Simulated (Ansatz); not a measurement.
# SiClO (quartet): from Hartree-Fock to the top rungs, cc-pVDZ

The task here is to estimate one member of a computed series from the others.

The runs use Ansatz 0.2.0, Gaussian basis; cc-pVDZ, core rule «outside noble gas», up to 11 orbitals frozen.

The runs, in order: UHF; CCSD(T) on ROHF; CCSD(T) on UHF; BCCD(T) on ROHF; CISD; CCSDT(Q) on ROHF; CCSDT(Q) on UHF.

35 further runs of the same task are left out: 8 for a known fault of the program, 11 that didn't finish, 16 set aside as unsound or not needed.

## The geometry

The geometry is a PBE0/def2-TZVP stationary point (not a proven minimum).

3 atoms, charge 0, spin multiplicity 4.

Atoms are counted from 1 here; the program's logs count them from 0.

Bond lengths: Cl1–Si3 2.238 Å, O2–Si3 1.908 Å. Angles: Cl1–Si3–O2 65.5°.

Geometry (Å):

```xyz
3
charge 0, multiplicity 4
Cl    0.0000   -0.1047    1.1320
O     0.0000    1.2739   -0.6608
Si    0.0000   -0.5936   -1.0525
```

Set-up of the first run:

File in.yaml:

```yaml
crystal:
  periodic: [false, false, false]
  atoms:
    - {symbol: Cl, position_ang: [0.000000, -0.104654, 1.131961]}
    - {symbol: O, position_ang: [0.000000, 1.273898, -0.660805]}
    - {symbol: Si, position_ang: [0.000000, -0.593591, -1.052463]}
basis:
  gaussian: {orbitals: cc-pVDZ}
magnetization: {spin_polarized: true, initial_magnetization: 3}
hamiltonian: {xc: hf}
output: {orbitals: {seedname: orbitals}}
```

Started as:

```
$ ansatz run in.yaml --threads 1 --pin off --events-out ev --progress --plain --max-ram 2393MiB
```

Steps of the session up to this table: UHF; CCSD(T) on ROHF; CCSD(T) on UHF; BCCD(T) on ROHF; CISD; CCSDT(Q) on ROHF; CCSDT(Q) on UHF.

One of the session's tables, all rows but one given; the rest of the session is left out.

```
   method  from RCCSDT(Q) (kJ/mol)
     ROHF                        ?
      UHF                  +1000.7
     RMP2                   +167.3
     UMP2                   +163.7
     CISD                   +157.9
    RCCSD                    +40.8
    UCCSD                    +39.6
 RCCSD(T)                     +8.7
 UCCSD(T)                     +9.0
  BCCD(T)                     +9.5
   RCCSDT                     +3.2
   UCCSDT                     +3.2
RCCSDT(Q)                        0
UCCSDT(Q)                     -1.1
```

Estimate the missing values for ROHF.

As computed: from RCCSDT(Q) (kJ/mol): +1041.1. In the column «from RCCSDT(Q) (kJ/mol)» it is the highest.

With the free atoms at the same levels and basis (separate runs), the atomisation energy is 3.808 eV at RCCSDT(Q), 3.745 eV at RCCSD(T), 3.739 eV at UCCSD(T), 1.826 eV at ROHF.

Limits of these values: Restricted and unrestricted rows rest on different reference determinants; where their highest levels disagree by more than a few hundredths of an eV, they describe different states and don't form one ladder.
